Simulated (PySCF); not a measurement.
# C5H10 (1-pentene): the cost of one run

Programs: PySCF 2.14.0, with density-fitted response routines of our own. Each step states its level of theory. These are calculated values for one molecule in the gas phase, unless marked as measured. Atoms are numbered from 0 throughout.

### Step 1. Starting geometry

15 atoms, charge 0, multiplicity 1; geometry from: MMFF94s. The atoms were then displaced at random by about 0.03 Å, so the start is not that level's minimum.

Bonds of the start (Å): C0–C1 1.35, C1–C2 1.53, C2–C3 1.41, C3–C4 1.62, C0–H5 1.15, C0–H6 1.07, C1–H7 1.10, C2–H8 1.17, C2–H9 1.12, C3–H10 1.07, C3–H11 1.07, C4–H12 1.15, C4–H13 1.09, C4–H14 1.12.

### Step 2. Geometry optimisation at PBE0-D3(BJ)/def2-SVP

What the job is given:

```
{"job": {"xc": "PBE0", "basis": "def2-SVP", "d3": "d3bj", "grid": 1, "shake": 0.03, "kind": "geom"}, "charge": 0, "multiplicity": 1}
C      2.524910     0.839020     0.310950
C      1.605230    -0.070820    -0.079590
C      0.206240    -0.283060     0.509340
C     -0.741780    -0.107830    -0.515940
C     -2.223300    -0.368740     0.072790
H      2.195380     1.640660     1.070840
H      3.463310     1.015100    -0.175250
H      1.974080    -0.731420    -0.872030
H      0.092560     0.436950     1.423520
H      0.227580    -1.294810     0.988020
H     -0.834480     0.884620    -0.910090
H     -0.673400    -0.819510    -1.309640
H     -2.498790     0.396980     0.880290
H     -3.042700    -0.220790    -0.635250
H     -2.307610    -1.392470     0.516240
```

The run is started by

```console
$ OMP_NUM_THREADS=1 python probes_run.py task.json out
```

One launch serves the whole session: the jobs run in the order shown.

**Question.** How long does this first job take on 1 thread of Arm Neoverse V1, shared host, and how much memory does it need?

About 31 s, with a peak of 0.51 GiB.
